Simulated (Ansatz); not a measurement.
# CS (singlet): wave-function methods side by side, cc-pV(D+d)Z

One table from this session's results is given with a row withheld; the runs are named, their logs left out.

The runs use Ansatz 0.2.0, Gaussian basis; cc-pV(D+d)Z, core rule «outside noble gas», up to 6 orbitals frozen.

To be run: UHF; CCSD(T) on RHF; BCCD(T) on RHF; CISD; CCSDT(Q) on RHF; CISDTQ; CCSDTQ on RHF; CASSCF and MRCISD+Q, 10 electrons in 8 orbitals; CASSCF and NEVPT2, 10 electrons in 8 orbitals.

9 further runs of the same task are left out: 9 set aside as unsound or not needed.

## The system

The geometry is an MP2(full)/6-31G* stationary point (not a proven minimum).

2 atoms, charge 0, spin multiplicity 1.

Atoms are counted from 1 here; the program's logs count them from 0.

Bond lengths: C1–S2 1.545 Å.

Set-up of the first run:

The input, in.yaml:

```yaml
crystal:
  periodic: [false, false, false]
  atoms:
    - {symbol: C, position_ang: [0.000000, 0.000000, 0.000000]}
    - {symbol: S, position_ang: [0.000000, 0.000000, 1.544650]}
basis:
  gaussian: {orbitals: "cc-pV(D+d)Z.json"}
magnetization: {spin_polarized: true, initial_magnetization: 0}
hamiltonian: {xc: hf}
output: {orbitals: {seedname: orbitals}}
```

Command:

```bash
$ ansatz run in.yaml --threads 1 --pin off --events-out ev --progress --plain --max-ram 3956MiB --backend cpu
```

Steps of the session up to this table: UHF; CCSD(T) on RHF; BCCD(T) on RHF; CISD; CCSDT(Q) on RHF; CISDTQ; CCSDTQ on RHF; CASSCF and MRCISD+Q, 10 electrons in 8 orbitals; CASSCF and NEVPT2, 10 electrons in 8 orbitals.

One table of the session follows, with a row left open; its other results are not shown here.

It belongs to the step «Misses and costs». 

| method | from RCCSDTQ (meV) |
| --- | --- |
| RHF | +7622.2 |
| RMP2 | +949.9 |
| CISD | +1034.4 |
| RCCSD | +454.3 |
| RCCSD(T) | +48.5 |
| BCCD(T) | +45.1 |
| RCCSDT | +27.0 |
| CISDTQ | +79.0 |
| RCCSDT(Q) | ? |
| RCCSDTQ | 0 |
| CASSCF valence | +4769.1 |
| NEVPT2 valence | +1004.6 |
| MRCISD valence | +322.4 |
| MRCISD+Q valence | +1.4 |

Estimate the missing values for RCCSDT(Q).

As computed: from RCCSDTQ (meV): -3.2. In the column «from RCCSDTQ (meV)» it is the lowest.
